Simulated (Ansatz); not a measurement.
Cartesian coordinates in Å:
```
S 1.712 0.911 1.358
C 0.512 0.516 0.401
O -0.244 1.029 -0.567
C -0.481 -0.355 -0.171
Cl -0.055 -1.573 -1.318
H -1.443 -0.528 0.297
```

The species carries charge 0 and has multiplicity 1.

Problem. List the ωB97M-V/def2-TZVPP orbital energies in eV (Ansatz). (Estimate.)

Solution. Ansatz gave: Occupied: -2772.98, -2427.00, -528.75, -285.68, -285.60, -263.35, -220.97, -200.89, -200.67, -200.65, -164.08, -164.03, -163.88, -35.52, -27.66, -25.05, -22.37, -19.70, -17.81, -16.72, -15.13, -14.17, -13.68, -12.16, -11.82, -10.64, -9.40. Lowest empty: 0.10, 2.45, 2.85, 3.69, 4.41, 4.68, 5.13, 5.67.
